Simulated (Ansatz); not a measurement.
# SiH₃Cl + SiH₃ radical: a complex and its separated parts

The complex below is one end of an elementary step. How strongly is it bound against its free parts?

Method: PBE0-D4/def2-TZVP structures, single points in def2-TZVPP, no counterpoise correction; program: Ansatz 0.2.0, Gaussian basis.

Levels: SPW92, PBE-D4, BLYP-D4, r2SCAN-D4, B97M-V, PBE0-D4, B3LYP-D4, r2SCAN0-D4, BHLYP-D4, CAM-B3LYP-D4, wB97X-V, wB97M-V, B2PLYP, PBE-QIDH, RPA on PBE, Hartree-Fock, MP2, CCSD, CCSD(T).

Cores are frozen in the correlated methods. Orbitals are unrestricted. B3LYP uses VWN-RPA correlation. B2PLYP carries no dispersion term here.

21 further runs of the same task are left out: 21 set aside as unsound or not needed.

**1. The starting structure**

The complex: 9 atoms, charge 0, spin multiplicity 2.

Atoms are counted from 1 here; the program's logs count them from 0.

Bond lengths: H1–Si2 1.481 Å, Si2–Cl3 2.056 Å, Si2–H5 1.481 Å, Si2–H6 1.481 Å, Si4–H7 1.485 Å, Si4–H8 1.485 Å, Si4–H9 1.488 Å. Angles: H1–Si2–Cl3 108.3°, H1–Si2–H5 110.6°, H1–Si2–H6 110.6°, Cl3–Si2–H5 108.3°, Cl3–Si2–H6 108.3°, H5–Si2–H6 110.5°, H7–Si4–H8 111.5°, H7–Si4–H9 111.0°, H8–Si4–H9 111.0°.

Geometry (Å):

```csv
atom,x (Å),y (Å),z (Å)
H1,1.5395,-0.4660,-0.6351
Si2,0.7031,-1.4802,-1.3162
Cl3,-1.2530,-1.1898,-0.7521
Si4,-0.4603,1.6853,1.4388
H5,0.7910,-1.3275,-2.7863
H6,1.1062,-2.8463,-0.9117
H7,-1.4098,2.1732,0.4063
H8,-1.0761,0.6401,2.2955
H9,0.0591,2.8112,2.2607
```

Its parts: SiH₃Cl holds atoms 1, 2, 3, 5, 6; SiH₃ radical holds atoms 4, 7, 8, 9. Each part counts its atoms afresh in its own runs.

**2. Relaxing SiH₃Cl alone**

Input file relax-a/in.yaml:

```yaml
crystal:
  periodic: [false, false, false]
  atoms:
    - {symbol: H, position_ang: [1.539476, -0.465999, -0.635072]}
    - {symbol: Si, position_ang: [0.703071, -1.480238, -1.316200]}
    - {symbol: Cl, position_ang: [-1.252950, -1.189802, -0.752123]}
    - {symbol: H, position_ang: [0.791048, -1.327526, -2.786300]}
    - {symbol: H, position_ang: [1.106154, -2.846326, -0.911736]}
basis:
  gaussian: {orbitals: def2-TZVP}
hamiltonian: {xc: pbe0, dispersion: d4}
relax: {f_tol: 0.005, max_steps: 200}
```

The command line of these runs was not kept.

Further steps of the session: Relaxing SiH₃ radical alone; wB97M-V/def2-TZVPP; CCSD(T)/def2-TZVPP; Vibrations of SiH₃Cl; Vibrations of SiH₃ radical.

**Question.** What will these runs give? Wanted: complex less parts, CCSD(T)/def2-TZVPP; with zero-point energy; largest T1 diagnostic.

**Answer**, as computed:

| quantity | value |
| --- | --- |
| complex less parts, CCSD(T)/def2-TZVPP | -3.3 kJ/mol |
| with zero-point energy | -1.5 kJ/mol |
| largest T1 diagnostic | 0.016 |

What this shows: At CCSD(T) the complex lies 3.3 kJ/mol below its parts. The functionals run from PBE-QIDH, off by +0.9 kJ/mol, to SPW92, off by -7.4 kJ/mol, against CCSD(T). By rung, the mean size of the error is: LDA 7.4, GGA 4.5, meta-GGA 2.3, hybrid 3.6, range-separated hybrid 2.0, double hybrid 1.9 kJ/mol. PBE-D4 gives a relative energy 4.7 kJ/mol too low, an error of 143 % of the reference. The complex's frequency run has imaginary modes: the structure is no minimum, so both the energy and the zero-point correction are in doubt. No counterpoise was applied, and triple zeta lacks some correlation, so the CCSD(T) reference has a basis error of its own, and close matches with it are partly luck.
